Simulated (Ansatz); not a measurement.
# C3H5N: a ladder of functionals and wavefunction methods

An exercise on one series of results from a longer session: the logs are not shown, and one member is left open.

The runs use Ansatz 0.2.0, Gaussian basis; functionals in def2-TZVPP, the program's frozen cores in correlated methods.

Plan: LDA (SPW92), PBE-D4, revPBE-D4, BLYP-D4, r2SCAN-D4, B97M-V, PBE0-D4, B3LYP-D4, r2SCANh-D4, r2SCAN0-D4, HSE06-D4, BHLYP-D4, CAM-B3LYP-D4, LC-ωPBE, ωB97X-V, ωB97M-V, B2PLYP, PBE-QIDH; CCSD(T)/def2-SVP; CCSD(T)/def2-TZVPP; MP2/def2-QZVPP; extrapolation to the limit; RPA on PBE.

## The geometry

All runs share one geometry, relaxed beforehand with PBE0-D4 in a triple-zeta def2 set.

SMILES `C=C=NC`, 9 atoms, charge 0, spin multiplicity 1.

Atoms are counted from 1 here; the program's logs count them from 0.

Bond lengths: C1–C2 1.308 Å, C1–H5 1.082 Å, C1–H6 1.082 Å, C2–N3 1.211 Å, N3–C4 1.447 Å, C4–H7 1.091 Å, C4–H8 1.094 Å, C4–H9 1.092 Å. Angles: C2–C1–H5 120.3°, C2–C1–H6 120.3°, H5–C1–H6 119.3°, C1–C2–N3 176.1°, C2–N3–C4 124.1°, N3–C4–H7 108.7°, N3–C4–H8 113.0°, N3–C4–H9 108.7°, H7–C4–H8 109.5°, H7–C4–H9 107.4°, H8–C4–H9 109.4°.

Set-up of the first run:

File in.yaml:

```yaml
crystal:
  periodic: [false, false, false]
  atoms:
    - {symbol: C, position_ang: [-0.050636, 1.682804, -1.036961]}
    - {symbol: C, position_ang: [0.303333, 0.717512, -0.228180]}
    - {symbol: N, position_ang: [0.697480, -0.132496, 0.538729]}
    - {symbol: C, position_ang: [0.003337, -1.375151, 0.800394]}
    - {symbol: H, position_ang: [0.275470, 1.678036, -2.068189]}
    - {symbol: H, position_ang: [-0.666640, 2.496757, -0.679545]}
    - {symbol: H, position_ang: [0.670663, -2.205493, 0.562636]}
    - {symbol: H, position_ang: [-0.922980, -1.476361, 0.227031]}
    - {symbol: H, position_ang: [-0.221524, -1.432009, 1.866984]}
basis:
  gaussian: {orbitals: def2-TZVPP}
hamiltonian: {xc: lda}
output: {orbitals: {seedname: orbitals}}
```

Launch:

```bash
$ ansatz run in.yaml --threads 2 --pin off --events-out ev --progress --plain --max-ram 4352MiB
```

Steps of the session up to this table: LDA; PBE-D4 (GGA); revPBE-D4 (GGA); BLYP-D4 (GGA); r2SCAN-D4 (meta-GGA); B97M-V (meta-GGA); B3LYP-D4 (hybrid); r2SCANh-D4 (hybrid); r2SCAN0-D4 (hybrid); HSE06-D4 (hybrid); BHLYP-D4 (hybrid); CAM-B3LYP-D4 (range-separated); LC-ωPBE (range-separated); ωB97X-V (range-separated); ωB97M-V (range-separated); B2PLYP (double hybrid); PBE-QIDH (double hybrid).

One of the session's tables, all rows but one given; the rest of the session is left out.

It belongs to the step «Frontier levels by functional». 

```
  functional  HOMO (eV)  gap (eV)
 LDA (SPW92)      -5.59      4.49
      PBE-D4      -5.43      4.52
   revPBE-D4      -5.37      4.54
     BLYP-D4      -5.30      4.51
   r2SCAN-D4      -5.64      5.00
      B97M-V      -5.71      5.17
     PBE0-D4      -6.61      6.80
    B3LYP-D4      -6.40      6.32
  r2SCANh-D4          ?         ?
  r2SCAN0-D4      -6.76      7.10
    HSE06-D4      -6.21      6.01
    BHLYP-D4      -7.68      9.06
CAM-B3LYP-D4      -7.92      9.30
     LC-ωPBE      -9.23     11.83
     ωB97X-V      -8.89     11.39
     ωB97M-V      -8.80     11.19
```

Estimate the missing values for r2SCANh-D4.

Worked estimate for «HOMO (eV)». Against the share of exact exchange, r2SCAN-D4 (0, -5.64), r2SCAN0-D4 (0.25, -6.76) give a slope of -4.48 per unit share; at 0.1 the line stands at -6.09.

As computed: HOMO (eV): -6.09; gap (eV): 5.84. In «HOMO (eV)» the line misses by 0.00.
